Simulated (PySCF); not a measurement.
Geometry (Å), atoms numbered from 1 in this order:
```xyz
11

C    -1.6067   -0.2347   -0.0425
N    -0.1851   -0.0565   -0.0206
C     0.5365    1.0738    0.0750
N     1.8181    0.7940    0.0856
C     1.8413   -0.5494   -0.0059
N     0.6516   -1.0984   -0.0710
H    -1.9928   -0.3683    0.9710
H    -2.0794    0.6351   -0.4964
H    -1.8333   -1.1268   -0.6242
H     0.1090    2.0539    0.1294
H     2.7462   -1.1200   -0.0263
```

[PySCF: J couplings at B3LYP/pcJ-1 (spin–dipole term only in couplings to heteroatoms); σ from GIAO-PBE0/pcSseg-1; coordinates at the GFN2-xTB level; non-relativistic Hamiltonian; averaged over atoms made equivalent by symmetry, fast rotation or ring inversion; no solvent; one computed conformer]

List the cross peaks expected in HSQC, COSY and HMBC spectra.

Answers



HSQC (one-bond C–H):
| δH | δC | ¹J(C,H) (Hz) |
| --- | --- | --- |
| 7.89 (H11) | 155.5 (C5) | 217 |
| 7.87 (H10) | 147.4 (C3) | 214 |
| 4.06 (H7/H8/H9) | 36.4 (C1) | 144 |

HMBC (two and three bonds, |J| ≥ 2.5 Hz):
| δH | δC [abs. J in Hz] |
| --- | --- |
| 7.89 (H11) | 147.4 (C3) [8.4] |
| 7.87 (H10) | 155.5 (C5) [12.6] |
| 4.06 (H7/H8/H9) | 147.4 (C3) [2.8] |

No COSY cross peaks are expected.

δ = σ(ref) − σ, references computed at the same level: TMS for ¹H (31.72 ppm), ¹³C (186.93 ppm).

Short H···H contacts in this conformer between protons four or more bonds apart (candidates for NOE cross peaks, intensity ∝ r⁻⁶): H8···H10 2.68 Å.

Shifts are as computed. Against solution values, carbons near 30 ppm lie about +3 ppm off and those near 130 ppm about +5 ppm. Of 1211 compounds with measured shifts, 218 miss one by over three times the rms of a fit or turn the order of signals round; such compounds aren't used in these exercises.
